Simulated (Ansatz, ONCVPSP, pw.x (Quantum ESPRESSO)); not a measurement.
# pw.x on fcc Li: one setting changed

Potential: optimised norm-conserving Vanderbilt (ONCV), ONCVPSP 4.0.1.1 (patched build), PBEsol; core none, reference 1s2 2s1; waves: 1s+2s: rc 0.92 bohr, ncon 4, nbas 7, qcut 13.3 1/bohr, 2 projectors; p scattering state at 0.11 Ha: rc 0.96 bohr, ncon 3, nbas 7, qcut 6.3 1/bohr, 2 projectors, debl 0.8 Ha; d scattering state at 0.19 Ha: rc 0.84 bohr, ncon 5, nbas 9, qcut 10 1/bohr, 1 projector; local part: polynomial inside 0.64 bohr (lpopt 3, dvloc0 1 Ha); core correction: none.

The reference run (k-mesh 13³, cutoffs 170/680 Ry, Fermi–Dirac 0.01 Ry, mixing_beta 0.4, conv_thr 1e-9, no spin) gives -0.06 GPa at 20.326 Å³/atom, where all-electron LAPW gives -0.05 GPa. This run, with its own iteration cap, changes degauss to 0.005.

```
&control
  calculation='scf', prefix='x', pseudo_dir='./', outdir='./tmp', tstress=.true., disk_io='none'
/
&system
  ibrav=0, nat=1, ntyp=1, ecutwfc=170, ecutrho=680, nbnd=8,
  occupations='smearing', smearing='fd', degauss=0.005
/
&electrons
  conv_thr=1e-09, mixing_beta=0.4, electron_maxstep=60
/
ATOMIC_SPECIES
Li 1.0 Li.UPF
CELL_PARAMETERS angstrom
  0.00000000 2.16607742 2.16607742
  2.16607742 0.00000000 2.16607742
  2.16607742 2.16607742 0.00000000
ATOMIC_POSITIONS crystal
Li 0.0000 0.0000 0.0000
K_POINTS automatic
13 13 13 0 0 0
```

```bash
pw.x < Li.scf.in > Li.scf.out
```

Task: How does the run end?

Result: It converges in 5 iterations; the free energy moves by +12.5 meV/atom and the pressure by -0.02 GPa. In a metal, with Fermi–Dirac smearing, F lies below its zero-width value by a term in the square of the width.

```
Message from routine setup:
     using ibrav=0 with symmetry is DISCOURAGED, use correct ibrav instead
     lattice parameter (alat)  =       5.7888  a.u.
     unit-cell volume          =     137.1666 (a.u.)^3
     number of electrons       =         3.00
     number of Kohn-Sham states=            8
     kinetic-energy cutoff     =     170.0000  Ry
     charge density cutoff     =     680.0000  Ry
     scf convergence threshold =      1.0E-09
     Exchange-correlation= PBESOL
     number of k points=    84  Fermi-Dirac smearing, width (Ry)=  0.0050
     iteration #  1     ecut=   170.00 Ry     beta= 0.40
     total energy              =     -14.75894735 Ry
     estimated scf accuracy    <       0.00034274 Ry
     iteration #  2     ecut=   170.00 Ry     beta= 0.40
     total energy              =     -14.75890065 Ry
     estimated scf accuracy    <       0.00010597 Ry
     iteration #  3     ecut=   170.00 Ry     beta= 0.40
     total energy              =     -14.75890824 Ry
     estimated scf accuracy    <       0.00000147 Ry
     iteration #  4     ecut=   170.00 Ry     beta= 0.40
     total energy              =     -14.75890832 Ry
     estimated scf accuracy    <          5.5E-09 Ry
     iteration #  5     ecut=   170.00 Ry     beta= 0.40
     the Fermi energy is     0.9298 ev
!    total energy              =     -14.75890832 Ry
     estimated scf accuracy    <          7.5E-10 Ry
     smearing contrib. (-TS)   =      -0.00069140 Ry
     The total energy is F=E-TS. E is the sum of the following terms:
     one-electron contribution =     -10.32038712 Ry
     hartree contribution      =       4.08833213 Ry
     xc contribution           =      -3.48575098 Ry
     ewald contribution        =      -5.04041096 Ry
     convergence has been achieved in   5 iterations
          total   stress  (Ry/bohr**3)                   (kbar)     P=       -0.76
     Message from routine punch:
     Nothing written, as per user request (disk_io='none')
```

The run took about 76 s on one core of a shared host (Neoverse-N1, 64 threads, 124 GiB, load 56).
